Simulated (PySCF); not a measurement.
# CH4N (SMILES [CH2]N): UHSE03/LANL2DZ (density fitting, IEF-PCM methanol)

What is the adiabatic ionisation energy of CH4N at UHSE03/LANL2DZ (density fitting, IEF-PCM methanol)? The job is set up through a Python script.

Program for the calculation: PySCF 2.14.0.

4 further runs of the same task are left out: 1 that didn't finish, 3 set aside as unsound or not needed.

## Step 1: The structure to begin with

CH4N: 6 atoms, total charge 0, spin state doublet. SMILES: `[CH2]N`. The coordinates come from a PBE0-D4/def2-TZVP relaxation. This is one conformer, not always the lowest. The run starts from this shape.

Bond lengths: C1–N2 1.386 Å, C1–H3 1.082 Å, C1–H4 1.082 Å, N2–H5 1.008 Å, N2–H6 1.008 Å. Angles: C1–N2–H5 115.5°, C1–N2–H6 115.5°, N2–C1–H3 116.9°, N2–C1–H4 116.8°, H5–N2–H6 111.4°, H3–C1–H4 118.6°.

## Step 2: A structure relaxation at UHSE03/LANL2DZ (density fitting, IEF-PCM methanol)

Input file mol.xyz:

```xyz
6

C     -0.319900    -0.571400    -0.195400
N      0.368400     0.544400     0.254100
H     -1.285500    -0.763000     0.252600
H      0.275200    -1.412900    -0.523600
H      1.200400     0.778600    -0.264400
H     -0.196500     1.360300     0.430400
```

Input file calc.py:

```python
from pyscf import gto, dft, solvent
from pyscf.geomopt.geometric_solver import kernel as optimise

molecule = gto.M(
    atom='mol.xyz',
    spin=1,
    basis='lanl2dz',
    verbose=3,
    charge=0,
    max_memory=1860,
)

mf = dft.UKS(molecule, xc='hse03')
mf = mf.density_fit()
mf = mf.PCM()
mf.with_solvent.method = 'IEF-PCM'
mf.with_solvent.eps = 32.613  # methanol
mf = mf.newton()
converged, mol_eq = optimise(mf, maxsteps=100, convergence_set='TURBOMOLE', coordsys='hdlc')
print('converged:', converged)
print(mol_eq.tostring())

mf.reset(mol_eq)
molecule = mol_eq
mf.kernel()
etot = mf.e_tot
print('Final energy', etot)
```

On the command line:

```sh
$ OMP_NUM_THREADS=1 python calc.py
```

Standard output:

```text
convergence_set           TURBOMOLE
coordsys                  hdlc
maxiter                   100
----------------------------------------------------------
Custom engine selected.
Bonds will be generated from interatomic distances less than 1.20 times sum of covalent radii
18 internal coordinates being used (instead of 18 Cartesians)
Internal coordinate system (atoms numbered from 1):
Distance 1-2
Distance 1-3
Distance 1-4
Distance 2-5
Distance 2-6
Angle 2-1-4
Angle 3-1-4
Angle 1-2-5
Angle 1-2-6
Angle 5-2-6
Out-of-Plane 1-2-3-4
Dihedral 3-1-2-5
Dihedral 3-1-2-6
Dihedral 4-1-2-5
Dihedral 4-1-2-6
Cartesian-X 1
Cartesian-X 2
Cartesian-X 3
Cartesian-X 4
Cartesian-X 5
Cartesian-X 6
Cartesian-Y 1
Cartesian-Y 2
Cartesian-Y 3
Cartesian-Y 4
Cartesian-Y 5
Cartesian-Y 6
Cartesian-Z 1
Cartesian-Z 2
Cartesian-Z 3
Cartesian-Z 4
Cartesian-Z 5
[... 26 lines left out ...]
WARN: PCM is an experimental feature. It is still in testing.
[... 19 lines left out ...]
Step    0 : Gradient = 1.064e-02/1.757e-02 (rms/max) Energy = -95.2727750497
[... 43 lines left out ...]
WARN: PCM is an experimental feature. It is still in testing.
[... 33 lines left out ...]
WARN: Even tempered Gaussians are generated as DF auxbasis for  C H N
[... 32 lines left out ...]
WARN: Even tempered Gaussians are generated as DF auxbasis for  C H N
[... 32 lines left out ...]
converged SCF energy = -95.2744097759019  <S^2> = 0.75373702  2S+1 = 2.0037335
[... 43 lines left out ...]
Converged! =D
[... 1 line left out ...]
converged: True
C          -0.32263539       -0.60027118       -0.17647635
N           0.34413365        0.57937248        0.17472211
H          -1.30182887       -0.77504319        0.25446717
H           0.27499357       -1.43248293       -0.53046908
H           1.24143085        0.78247727       -0.24188655
H          -0.19350321        1.38074580        0.47258852

WARN: PCM is an experimental feature. It is still in testing.
Features and APIs may be changed in the future.

WARN: Even tempered Gaussians are generated as DF auxbasis for  C H N

WARN: Even tempered Gaussians are generated as DF auxbasis for  C H N

WARN: HOMO -0.135301936953605 >= LUMO -0.135301936953606

converged SCF energy = -95.274409864301  <S^2> = 0.75373766  2S+1 = 2.0037342
Final energy -95.27440986430102
```

It took 77 s on 1 thread of AMD EPYC 7R43 (Zen 3), shared host; peak memory 0.39 GiB.

Steps, from the record of the run:

| step | energy from the first frame kept (eV) | largest force (eV/Å) |
| --- | --- | --- |
| 0 | 0.0000 | 0.9033 |
| 1 | -0.0329 | 0.3117 |
| 2 | -0.0392 | 0.2233 |
| 3 | -0.0431 | 0.1389 |
| 4 | -0.0444 | 0.0524 |
| 5 | -0.0445 | 0.0069 |
| 6 | -0.0445 | 0.0015 |

After the run. Bond lengths: C1–N2 1.400 Å, C1–H3 1.084 Å, C1–H4 1.084 Å, N2–H5 1.010 Å, N2–H6 1.010 Å. Angles: C1–N2–H5 119.3°, C1–N2–H6 119.3°, N2–C1–H3 117.8°, N2–C1–H4 117.8°, H5–N2–H6 115.8°, H3–C1–H4 120.3°.

## Step 3: The singlet cation, same level

Input file start.xyz:

```xyz
6
CH4N
C     -0.319900    -0.571400    -0.195400
N      0.368400     0.544400     0.254100
H     -1.285500    -0.763000     0.252600
H      0.275200    -1.412900    -0.523600
H      1.200400     0.778600    -0.264400
H     -0.196500     1.360300     0.430400
```

Input file run.py:

```python
from pyscf import gto, dft, solvent
from pyscf.geomopt.geometric_solver import kernel as optimise

system = gto.Mole()
system.atom = 'start.xyz'
system.max_memory = 1860
system.verbose = 3
system.basis = 'lanl2dz'
system.charge = 1
system.build()

mf = dft.RKS(system)
mf.xc = 'hse03'
mf = mf.density_fit()
mf = mf.PCM()
mf.with_solvent.method = 'IEF-PCM'
mf.with_solvent.eps = 32.613  # methanol
converged, mol_eq = optimise(mf, maxsteps=100, convergence_set='TURBOMOLE', coordsys='hdlc')
print('converged:', converged)
print(mol_eq.tostring())

mf.reset(mol_eq)
system = mol_eq
mf.kernel()
if not mf.converged:
    mf = mf.newton().run(mf.mo_coeff, mf.mo_occ)
e_tot = mf.e_tot
print('E = %.10f Eh' % e_tot)
```

On the command line:

```sh
$ OMP_NUM_THREADS=1 python run.py
```

Standard output:

```text
convergence_set           TURBOMOLE
coordsys                  hdlc
maxiter                   100
----------------------------------------------------------
Custom engine selected.
Bonds will be generated from interatomic distances less than 1.20 times sum of covalent radii
18 internal coordinates being used (instead of 18 Cartesians)
Internal coordinate system (atoms numbered from 1):
Distance 1-2
Distance 1-3
Distance 1-4
Distance 2-5
Distance 2-6
Angle 2-1-4
Angle 3-1-4
Angle 1-2-5
Angle 1-2-6
Angle 5-2-6
Out-of-Plane 1-2-3-4
Dihedral 3-1-2-5
Dihedral 3-1-2-6
Dihedral 4-1-2-5
Dihedral 4-1-2-6
Cartesian-X 1
Cartesian-X 2
Cartesian-X 3
Cartesian-X 4
Cartesian-X 5
Cartesian-X 6
Cartesian-Y 1
Cartesian-Y 2
Cartesian-Y 3
Cartesian-Y 4
Cartesian-Y 5
Cartesian-Y 6
Cartesian-Z 1
Cartesian-Z 2
Cartesian-Z 3
Cartesian-Z 4
Cartesian-Z 5
[... 5 lines left out ...]
> Convergence Criteria:
[... 23 lines left out ...]
WARN: Even tempered Gaussians are generated as DF auxbasis for  H C N
[... 27 lines left out ...]
WARN: PCM is an experimental feature. It is still in testing.
[... 30 lines left out ...]
WARN: PCM is an experimental feature. It is still in testing.
[... 30 lines left out ...]
WARN: PCM is an experimental feature. It is still in testing.
[... 30 lines left out ...]
WARN: PCM is an experimental feature. It is still in testing.
[... 30 lines left out ...]
WARN: PCM is an experimental feature. It is still in testing.
[... 30 lines left out ...]
WARN: PCM is an experimental feature. It is still in testing.
[... 19 lines left out ...]
Converged! =D
[... 1 line left out ...]
converged: True
C          -0.27000422       -0.58539957       -0.08793352
N           0.28406357        0.56407872        0.07189928
H          -1.29360763       -0.73901109        0.23615171
H           0.28876650       -1.39472545       -0.54502171
H           1.24359211        0.74453426       -0.21975462
H          -0.21153171        1.34568780        0.49814553

WARN: PCM is an experimental feature. It is still in testing.
Features and APIs may be changed in the future.

WARN: Even tempered Gaussians are generated as DF auxbasis for  H C N

WARN: Even tempered Gaussians are generated as DF auxbasis for  H C N

converged SCF energy = -95.1440532360573
E = -95.1440532361 Eh
```

Run time: 47 s. Hardware: 1 thread of AMD EPYC 7R43 (Zen 3), shared host; peak memory 0.4 GiB.

Step by step:

| step | energy from the first frame kept (eV) | largest force (eV/Å) |
| --- | --- | --- |
| 0 | 0.0000 | 5.9405 |
| 1 | -0.7494 | 1.6390 |
| 2 | -0.8266 | 1.9275 |
| 3 | -0.8504 | 0.1484 |
| 4 | -0.8512 | 0.0501 |
| 5 | -0.8513 | 0.0138 |
| 6 | -0.8513 | 0.0054 |

After the run. Bond lengths: C1–N2 1.286 Å, C1–H3 1.085 Å, C1–H4 1.085 Å, N2–H5 1.019 Å, N2–H6 1.019 Å. Angles: C1–N2–H5 121.9°, C1–N2–H6 121.9°, N2–C1–H3 119.7°, N2–C1–H4 119.8°, H5–N2–H6 116.2°, H3–C1–H4 120.4°.

## Step 4: Results

Level: UHSE03/LANL2DZ (density fitting, IEF-PCM methanol).

| quantity | value |
| --- | --- |
| doublet CH4N: total energy at the end | -95.27441 Eh |
| doublet CH4N: dipole moment | 1.65 D |
| doublet CH4N: HOMO energy (highest over α and β) | -3.90 eV |
| doublet CH4N: LUMO energy (lowest over α and β) | -0.48 eV |
| doublet CH4N: ⟨S²⟩ | 0.754 |
| singlet cation: total energy at the end | -95.14405 Eh |
| singlet cation: HOMO energy | -12.07 eV |
| singlet cation: LUMO energy | -3.35 eV |
| singlet cation: HOMO–LUMO gap | 8.72 eV |
| singlet cation: solvent term in the energy | -298.8 kJ/mol |
| adiabatic ionisation energy (to the singlet cation, no zero-point term) | 3.547 eV |

The adiabatic ionisation energy (to the singlet cation, no zero-point term) is 3.55 eV (82 kcal/mol). The optimisation (doublet CH4N) took 6 steps and changed the energy by -0.044 eV. Mulliken charges (doublet CH4N) run from -0.63 on N2 to +0.35 on H5. The optimisation (singlet cation) took 6 steps and changed the energy by -0.851 eV.
